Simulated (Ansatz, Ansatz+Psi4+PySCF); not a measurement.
```yaml
atoms:
  - { symbol: B, position_ang: [0.0459, 0.0052, -1.3555] }
  - { symbol: C, position_ang: [-0.0220, 0.0415, 0.1996] }
  - { symbol: O, position_ang: [0.0075, -0.0426, 1.3397] }
  - { symbol: H, position_ang: [-0.0123, -1.1327, -1.6461] }
  - { symbol: H, position_ang: [-1.0127, 0.5534, -1.6755] }
  - { symbol: H, position_ang: [1.0223, 0.5471, -1.6685] }
```

Basis set: cc-pVTZ (spherical functions). Left uncorrelated: 3 orbitals. Charge 0, multiplicity 1.

Computed with Ansatz (development build ahead of 0.2.0); each method stands on the lowest determinant of its kind that the runs found. Restricted open shells among the atoms or ions are ROHF, correlated in semicanonical orbitals with singles.

The atomization energy at this shape (free ground-state atoms in the same class of orbitals less the molecule, no zero-point energy) of singlet CH3BO:

```json
{"method": "RHF", "atomization energy": "18.16 eV"}
```

What does RHF-MP2 give?

24.48 eV.
